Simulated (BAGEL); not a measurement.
# CH2F2 (difluoromethane): FCI/STO-3G (density fitting with qzvpp-jkfit)

What is the vertical electron affinity of CH2F2 (difluoromethane) at FCI/STO-3G (density fitting with qzvpp-jkfit)? 

The results are computed with BAGEL 1.2.2.

16 further runs of the same task are left out: 16 set aside as unsound or not needed.

### 1 The molecule

The species is CH2F2 (5 atoms), meant as a singlet with charge 0. SMILES: `FCF`. The coordinates come from a PBE0-D4/def2-TZVP relaxation.

Bond lengths: F1–C2 1.351 Å, C2–F3 1.351 Å, C2–H4 1.093 Å, C2–H5 1.094 Å. Angles: F1–C2–F3 108.6°, F1–C2–H4 108.8°, F1–C2–H5 108.8°, F3–C2–H4 108.8°, F3–C2–H5 108.8°, H4–C2–H5 113.0°.

### 2 A single-point energy at FCI/STO-3G (density fitting with qzvpp-jkfit)

input.json reads:

```json
{ "bagel" : [

{
  "title" : "molecule",
  "basis" : "sto-3g",
  "df_basis" : "qzvpp-jkfit",
  "angstrom" : true,
  "geometry" : [
    { "atom" : "F", "xyz" : [   -1.073300,    0.191200,    0.698300 ] },
    { "atom" : "C", "xyz" : [    0.010100,   -0.016900,   -0.082300 ] },
    { "atom" : "F", "xyz" : [    1.090500,   -0.179200,    0.713200 ] },
    { "atom" : "H", "xyz" : [   -0.142700,   -0.932900,   -0.659500 ] },
    { "atom" : "H", "xyz" : [    0.165300,    0.864200,   -0.711100 ] }
  ]
},
{
  "title" : "hf",
  "charge" : 0
},
{
  "title" : "fci",
  "nstate" : 1,
  "charge" : 0,
  "ncore" : 3
}

]}
```

Run with:

```sh
BAGEL_NUM_THREADS=1 BAGEL input.json > input.out
```

Log:

```text
* using 1 threads per process

  ===============================================================
  ===============================================================

  *** Geometry ***

  { "atom" : "F", "xyz" : [     -2.028243,      0.361316,      1.319596 ] },
  { "atom" : "C", "xyz" : [      0.019086,     -0.031936,     -0.155524 ] },
  { "atom" : "F", "xyz" : [      2.060746,     -0.338639,      1.347753 ] },
  { "atom" : "H", "xyz" : [     -0.269664,     -1.762926,     -1.246274 ] },
  { "atom" : "H", "xyz" : [      0.312372,      1.633101,     -1.343784 ] },

  Number of auxiliary basis functions:      265

  Since a DF basis is specified, we compute 2- and 3-index integrals:
    o Being stored without compression. Storage requirement is 0.001 GB

  Number of basis functions:       17
  Number of electrons      :       26

    * METHOD: MOLECULE                             0.04

  *** RHF ***

  === Nuclear Repulsion ===
    77.4682105308

      * DIIS with orbital gradients will be used.

  === RHF iteration (sto-3g) ===
      0       -234.51135342          0.03558394           0.00
      1       -234.61803179          0.00835742           0.00
      2       -234.62421122          0.00186723           0.00
      3       -234.62486784          0.00019814           0.00
      4       -234.62487433          0.00002848           0.00
      5       -234.62487445          0.00000248           0.00
      6       -234.62487445          0.00000066           0.00
      7       -234.62487445          0.00000017           0.00
      8       -234.62487445          0.00000003           0.00
      9       -234.62487445          0.00000000           0.00
    * SCF iteration converged.

    * Permanent dipole moment:
           (   -0.000934,     0.014475,     0.497566) a.u.

    * METHOD: HF                                   0.05

  ---------------------------
        FCI calculation
  ---------------------------

  Performs exactly the same way as Knowles & Handy 1984 CPL

  o alpha-beta strings
      length:          2002
  o size of the space
      determinant space:  1002001
      spin-adapted space: 273273

  o single displacement lists (alpha)
      length:         50050
  o single displacement lists (beta)
      length:         50050

     guess   0:   closed 1111111111....       open ..............

  === FCI iteration ===

      0  0      -234.62487445     4.63e-04      3.02
      1  0      -234.72284109     1.79e-04      3.30
      2  0      -234.73234561     7.96e-05      3.04
      3  0      -234.73395201     3.22e-05      2.96
      4  0      -234.73417368     1.32e-05      3.02
      5  0      -234.73421062     5.44e-06      2.99
      6  0      -234.73421621     2.33e-06      3.04
      7  0      -234.73421735     1.09e-06      3.06
      8  0      -234.73421756     5.02e-07      3.05
      9  0      -234.73421760     2.20e-07      2.96
     10  0      -234.73421761     8.20e-08      3.02
     11  0      -234.73421761     3.29e-08      3.13
     12  0      -234.73421761     1.11e-08      3.25
     13  0      -234.73421761     4.64e-09      3.09
     14  0      -234.73421761     1.65e-09      3.18
     15  0      -234.73421761     7.49e-10      3.03
     16  0      -234.73421761     3.16e-10      3.00
     17  0      -234.73421761     1.36e-10      2.99
     18  0 *    -234.73421761     5.11e-11      2.76

     * ci vector, state   0, <S^2> = -0.0000
       2222222222....    -0.9694100124
       22222.22222...     0.0601422588

    * METHOD: FCI                                 58.90

  ===============================================================
```

Run time: 59 s. Hardware: 1 thread of Intel Xeon Platinum 8488C (Sapphire Rapids), shared host; peak memory 1.9 GiB.

### 3 The doublet anion, same level

job.json reads:

```json
{ "bagel" : [

{
  "title" : "molecule",
  "basis" : "sto-3g",
  "df_basis" : "qzvpp-jkfit",
  "angstrom" : true,
  "geometry" : [
    { "atom" : "F", "xyz" : [      -1.073300,       0.191200,       0.698300 ] },
    { "atom" : "C", "xyz" : [       0.010100,      -0.016900,      -0.082300 ] },
    { "atom" : "F", "xyz" : [       1.090500,      -0.179200,       0.713200 ] },
    { "atom" : "H", "xyz" : [      -0.142700,      -0.932900,      -0.659500 ] },
    { "atom" : "H", "xyz" : [       0.165300,       0.864200,      -0.711100 ] }
  ]
},

{
  "title" : "hf"
},

{
  "title" : "fci",
  "nstate" : 1,
  "charge" : -1,
  "ncore" : 3,
  "nspin" : 1
}

]}
```

Run with:

```sh
BAGEL_NUM_THREADS=1 BAGEL job.json > job.out
```

Log:

```text
* using 1 threads per process

  ===============================================================
  ===============================================================

  *** Geometry ***

  { "atom" : "F", "xyz" : [     -2.028243,      0.361316,      1.319596 ] },
  { "atom" : "C", "xyz" : [      0.019086,     -0.031936,     -0.155524 ] },
  { "atom" : "F", "xyz" : [      2.060746,     -0.338639,      1.347753 ] },
  { "atom" : "H", "xyz" : [     -0.269664,     -1.762926,     -1.246274 ] },
  { "atom" : "H", "xyz" : [      0.312372,      1.633101,     -1.343784 ] },

  Number of auxiliary basis functions:      265

  Since a DF basis is specified, we compute 2- and 3-index integrals:
    o Being stored without compression. Storage requirement is 0.001 GB

  Number of basis functions:       17
  Number of electrons      :       26

    * METHOD: MOLECULE                             0.04

  *** RHF ***

  === Nuclear Repulsion ===
    77.4682105308

      * DIIS with orbital gradients will be used.

  === RHF iteration (sto-3g) ===
      0       -234.51135342          0.03558394           0.00
      1       -234.61803179          0.00835742           0.00
      2       -234.62421122          0.00186723           0.00
      3       -234.62486784          0.00019814           0.00
      4       -234.62487433          0.00002848           0.00
      5       -234.62487445          0.00000248           0.00
      6       -234.62487445          0.00000066           0.00
      7       -234.62487445          0.00000017           0.00
      8       -234.62487445          0.00000003           0.00
      9       -234.62487445          0.00000000           0.00
    * SCF iteration converged.

    * Permanent dipole moment:
           (   -0.000934,     0.014475,     0.497566) a.u.

    * METHOD: HF                                   0.05

  ---------------------------
        FCI calculation
  ---------------------------

  Performs exactly the same way as Knowles & Handy 1984 CPL

  o alpha-beta strings
      length:          1365
  o size of the space
      determinant space:  364364
      spin-adapted space: 182182

  o single displacement lists (alpha)
      length:         16016
  o single displacement lists (beta)
      length:         50050

     guess   0:   closed 1111111111....       open ..........1...

  === FCI iteration ===

      0  0      -234.03265905     7.80e-04      1.00
      1  0      -234.14194807     3.40e-04      0.96
      2  0      -234.15720054     1.40e-04      0.96
      3  0      -234.15912584     5.81e-05      1.02
      4  0      -234.15945053     2.50e-05      1.14
      5  0      -234.15950188     1.12e-05      1.11
      6  0      -234.15951228     4.72e-06      1.04
      7  0      -234.15951403     1.97e-06      0.95
      8  0      -234.15951431     7.28e-07      0.95
      9  0      -234.15951435     2.79e-07      0.99
     10  0      -234.15951436     1.11e-07      1.00
     11  0      -234.15951436     4.85e-08      1.10
     12  0      -234.15951436     2.25e-08      1.01
     13  0      -234.15951436     1.28e-08      0.99
     14  0      -234.15951436     1.33e-08      1.01
     15  0      -234.15951436     1.47e-08      1.04
     16  0      -234.15951436     1.04e-08      1.01
     17  0      -234.15951436     5.06e-09      1.07
     18  0      -234.15951436     2.01e-09      1.09
     19  0      -234.15951436     8.10e-10      1.13
    ** throwing out 1 trial vectors **
     20  0      -234.15951436     4.07e-10      1.13
    ** throwing out 1 trial vectors **
     21  0      -234.15951436     2.55e-10      1.42
    ** throwing out 1 trial vectors **
     22  0      -234.15951436     1.86e-10      1.14
    ** throwing out 1 trial vectors **
     23  0 *    -234.15951436     9.85e-11      0.95

     * ci vector, state   0, <S^2> = 0.7500
       2222222222a...     0.9571393399
       222222222aa.b.    -0.0828073120
       222222222ba.a.     0.0631741116
       22222222b2aa..     0.0631601744
       22a2222222a..b     0.0600263795
       222a222222a.b.     0.0566217232
       22222222a2b..a     0.0562759731

    * METHOD: FCI                                 25.50

  ===============================================================
```

Wall time 26 s (1 thread of Intel Xeon Platinum 8488C (Sapphire Rapids), shared host); peak memory 0.74 GiB.

### 4 What came out

At FCI/STO-3G (density fitting with qzvpp-jkfit), 3 core orbitals frozen:

| quantity | value |
| --- | --- |
| singlet CH2F2: total energy | -234.73422 Eh |
| doublet anion: total energy | -234.15951 Eh |
| vertical electron affinity (to the doublet anion) | -15.638 eV |

**Reading.** The anion lies 15.64 eV (1509 kJ/mol) above the neutral: the electron isn't bound at this level, and such a value depends on the basis. Without diffuse functions anions come out too high. In a minimal basis such a difference can be off by several eV, whatever the method.
